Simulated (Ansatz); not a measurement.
# B₂H₅ (doublet): from Hartree-Fock to the top rungs at distance B1–H4 along a hydrogen transfer = 1.379 Å, cc-pVDZ

How much of the correlation energy of B₂H₅ (doublet) does each wave-function method recover here?

Computed with Ansatz 0.2.0, Gaussian basis. Level: cc-pVDZ, core rule «outside noble gas», up to 2 orbitals frozen.

The runs, in order: UHF; CCSD(T) on ROHF; CCSD(T) on UHF; BCCD(T) on ROHF; CISD; CCSDT(Q) on ROHF; CCSDT(Q) on UHF; CASSCF and MRCISD+Q, 3 electrons in 3 orbitals; CASSCF and NEVPT2, 3 electrons in 3 orbitals; CASSCF and NEVPT2, 9 electrons in 9 orbitals.

9 further runs of the same task are left out: 3 for a mislabelled method, 5 that didn't finish, 1 set aside as unsound or not needed.

## (1) The system

The geometry derives from fragments relaxed apart (PBE0/def2-TZVP) and kept rigid, so it is no stationary point. A hydrogen atom is moved between rigid fragments.

7 atoms, charge 0, spin multiplicity 2.

Atoms are counted from 1 here; the program's logs count them from 0.

Bond lengths: B1–H2 1.193 Å, B1–H3 1.193 Å, B1–H4 1.379 Å, H4–B5 1.309 Å, B5–H6 1.191 Å, B5–H7 1.191 Å. Angles: H2–B1–H3 120.0°, H2–B1–H4 120.0°, H3–B1–H4 120.0°, B1–H4–B5 180.0°, H4–B5–H6 115.3°, H4–B5–H7 115.3°, H6–B5–H7 129.4°.

## (2) UHF

Input file in.yaml:

```yaml
crystal:
  periodic: [false, false, false]
  atoms:
    - {symbol: B, position_ang: [-1.338695, 0.000000, 0.000000]}
    - {symbol: H, position_ang: [-1.935429, 1.033571, 0.000000]}
    - {symbol: H, position_ang: [-1.935429, -1.033571, 0.000000]}
    - {symbol: H, position_ang: [0.040305, 0.000000, 0.000000]}
    - {symbol: B, position_ang: [1.349305, 0.000000, 0.000000]}
    - {symbol: H, position_ang: [1.858378, 0.000000, 1.077008]}
    - {symbol: H, position_ang: [1.858378, 0.000000, -1.077008]}
basis:
  gaussian: {orbitals: cc-pVDZ}
magnetization: {spin_polarized: true, initial_magnetization: 1}
hamiltonian: {xc: hf}
output: {orbitals: {seedname: orbitals}}
```

Command:

```
ansatz run in.yaml --threads 1 --pin off --events-out ev --progress --plain --max-ram 2393MiB
```

Further steps of the session: CCSD(T) on ROHF; CCSD(T) on UHF; BCCD(T) on ROHF; CISD; CCSDT(Q) on ROHF; CCSDT(Q) on UHF; CASSCF and MRCISD+Q, 3 electrons in 3 orbitals; CASSCF and NEVPT2, 3 electrons in 3 orbitals; CASSCF and NEVPT2, 9 electrons in 9 orbitals.

Q: Predict the results of all the runs planned. Wanted: UCCSDT(Q) below the RHF energy; RMP2 from UCCSDT(Q); UMP2 from UCCSDT(Q); RCCSD from UCCSDT(Q); RCCSD(T) from UCCSDT(Q); UCCSD(T) from UCCSDT(Q); RCCSDT(Q) from UCCSDT(Q); NEVPT2 pair from UCCSDT(Q); NEVPT2 frontier from UCCSDT(Q).

The runs gave:

| quantity | value |
| --- | --- |
| UCCSDT(Q) below the RHF energy | -6.2510 eV |
| RMP2 from UCCSDT(Q) | +31.02 kcal/mol |
| UMP2 from UCCSDT(Q) | +31.06 kcal/mol |
| RCCSD from UCCSDT(Q) | +3.61 kcal/mol |
| RCCSD(T) from UCCSDT(Q) | +0.72 kcal/mol |
| UCCSD(T) from UCCSDT(Q) | +0.72 kcal/mol |
| RCCSDT(Q) from UCCSDT(Q) | +0.01 kcal/mol |
| NEVPT2 pair from UCCSDT(Q) | +31.40 kcal/mol |
| NEVPT2 frontier from UCCSDT(Q) | +30.01 kcal/mol |
| levels within 1 kcal/mol (43 meV) | RCCSD(T), UCCSD(T), BCCD(T), RCCSDT, UCCSDT, RCCSDT(Q) |
| T1 diagnostic | 0.015 |

In words: RCCSD(T) misses by +0.72 kcal/mol, 0.5 % of the correlation energy. Of the multireference levels listed NEVPT2 frontier comes nearest in total energy (+30.01 kcal/mol), which doesn't show that its space is the better one. These misses are within one basis, not against nature; the frozen cores of restricted and unrestricted runs differ, which can shift their rows.
